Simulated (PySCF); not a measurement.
Dissociation curve of C2H3Cl, SMILES C=CCl, singlet. The C2–Cl6 bond (C2 also carries C, H; Cl6 carries nothing else) is stretched with both fragments frozen at the PBE0/def2-TZVP optimised geometry.

Computed with: CASSCF(2,2)/cc-pVDZ (PySCF); UKS-TPSSh = unrestricted TPSSh/cc-pVDZ in PySCF; UMP2 = MP2 on UHF/cc-pVDZ, 7 core orbitals frozen (PySCF); UCCSD(T) = CCSD(T) on UHF/cc-pVDZ, 7 core orbitals frozen run with PySCF.

Energies relative to the lowest point of each curve near equilibrium, in kJ/mol:

| R / Å | CASSCF(2,2) | UKS-TPSSh | UMP2 |
|---|---|---|---|
| 1.28 | 671.7 | 615.8 | 642.9 |
| 1.45 | 199.6 | 172.7 | 177.6 |
| 1.84 | 4.6 | 8.0 | 9.9 |
| 1.87 | 8.9 | 13.5 | 16.2 |
| 1.99 | 35.8 | 44.0 | 51.0 |
| 2.30 | 131.1 | 148.0 | 231.7 |
| 2.58 | 209.0 | 238.5 | 343.0 |
| 3.07 | 289.6 | 335.8 | 401.9 |
| 3.77 | 320.6 | 378.3 | 418.8 |
| 4.24 | 324.3 | 387.7 | 421.3 |
| 5.10 | 325.7 | 393.7 | 422.7 |
| 6.02 | 325.9 | 395.1 | 423.0 |

Q: Estimate the UCCSD(T) values at these points.

A: 1.28: 651.9; 1.45: 186.0; 1.84: 7.7; 1.87: 13.2; 1.99: 44.4; 2.30: 155.5; 2.58: 253.5; 3.07: 348.9; 3.77: 373.5; 4.24: 376.4; 5.10: 377.9; 6.02: 378.2 (kJ/mol).

The unrestricted determinant behind UKS-TPSSh is spin-contaminated at 2.84 to 6.02 Å (<S²> up to 1.0, against 0.00 for a pure singlet). The unrestricted solution behind UMP2, UCCSD(T) changes between 2.30 and 2.58 Å, which can leave a kink. The unrestricted determinant behind UMP2, UCCSD(T) is spin-contaminated at 1.28, 2.16 to 6.02 Å (<S²> up to 1.2, against 0.00 for a pure singlet).
